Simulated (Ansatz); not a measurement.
**Si2H7 radical (built from SMILES [SiH3].[SiH4]): search for a transition state**

Wanted: the transition state of a hydrogen abstraction (form H1–Si3 and break H1–Si2). The guess is relaxed with those distances held, a saddle search follows, and vibrations and two downhill relaxations check it.

Method: PBE0-D4, def2-SVP first, then def2-TZVP; program: Ansatz 0.2.0, Gaussian basis.

152 further runs of the same task are left out: 152 set aside as unsound or not needed.

### Step 1. Where the work starts

The guess: 9 atoms, charge 0, spin multiplicity 2.

Atoms are counted from 1 here; the program's logs count them from 0.

Bond lengths: Si2–H4 1.454 Å, Si2–H5 1.454 Å, Si2–H6 1.454 Å, Si3–H7 1.454 Å, Si3–H8 1.454 Å, Si3–H9 1.454 Å. Angles: H4–Si2–H5 112.9°, H4–Si2–H6 112.9°, H5–Si2–H6 112.9°, H7–Si3–H8 112.9°, H7–Si3–H9 112.9°, H8–Si3–H9 112.9°.

Geometry (Å):

```xyz
9
H7Si2
H    -0.0008    0.0008   -0.0002
Si    0.1693    0.6890    1.7069
Si   -0.1695   -0.6889   -1.7069
H    -0.4218    2.0166    1.6588
H     1.5969    0.7145    1.9813
H    -0.5577   -0.2232    2.5747
H     0.8221   -1.7477   -1.8044
H     0.0958    0.4200   -2.6091
H    -1.5343   -1.1812   -1.8010
```

Distances that are to change: H1–Si3 1.85 Å, H1–Si2 1.85 Å.

### Step 2. Relaxing the guess with the reacting distances held

Contents of hold/in.yaml:

```yaml
crystal:
  periodic: [false, false, false]
  atoms:
    - {symbol: H, position_ang: [-0.000800, 0.000800, -0.000200]}
    - {symbol: Si, position_ang: [0.169300, 0.689000, 1.706900]}
    - {symbol: Si, position_ang: [-0.169500, -0.688900, -1.706900]}
    - {symbol: H, position_ang: [-0.421800, 2.016600, 1.658800]}
    - {symbol: H, position_ang: [1.596900, 0.714500, 1.981300]}
    - {symbol: H, position_ang: [-0.557700, -0.223200, 2.574700]}
    - {symbol: H, position_ang: [0.822100, -1.747700, -1.804400]}
    - {symbol: H, position_ang: [0.095800, 0.420000, -2.609100]}
    - {symbol: H, position_ang: [-1.534300, -1.181200, -1.801000]}
basis:
  gaussian: {orbitals: def2-SVP}
magnetization: {spin_polarized: true, initial_magnetization: 1}
hamiltonian: {xc: pbe0, dispersion: d4}
relax: {f_tol: 0.04, max_steps: 150, escape_saddle: false, constraints: [{distance: [0, 2]}, {distance: [0, 1]}]}
```

Run with:

```sh
$ ansatz run in.yaml --threads 2 --pin off --events-out ev --progress --plain --max-ram 4352MiB
```

After this run come: Force constants to start from; Saddle search in the small basis; Saddle search in triple zeta; Vibrations at the point found; Relaxing after a step of 0.30 Å one way along the mode; Relaxing after a step of 0.30 Å the other way along the mode.

Before running it: what results should come out? Wanted: imaginary mode; barrier from the start side; barrier from the end side; energy of the step; pairs that change; zero-point energy at the saddle.

As calculated:

```
                       quantity                         value
                 imaginary mode                    1012i cm⁻¹
    barrier from the start side                   24.9 kJ/mol
      barrier from the end side                   24.9 kJ/mol
             energy of the step                    0.0 kJ/mol
              pairs that change  H1–Si3 formed, H1–Si2 broken
zero-point energy at the saddle                      1.336 eV
```

What this shows: The point has a single imaginary mode (1012i cm⁻¹), as a transition state must. The two relaxations end on the structures that were planned. At PBE0-D4/def2-TZVP the electronic barrier is 24.9 kJ/mol, about 10 kT at 298 K, and the step runs 0.0 kJ/mol downhill. With so stiff a mode tunnelling counts: Wigner's rough correction is a factor of 2.0 at 298 K. A step off the saddle overshot and began above it in energy, so the link to its end is likely but not proven.
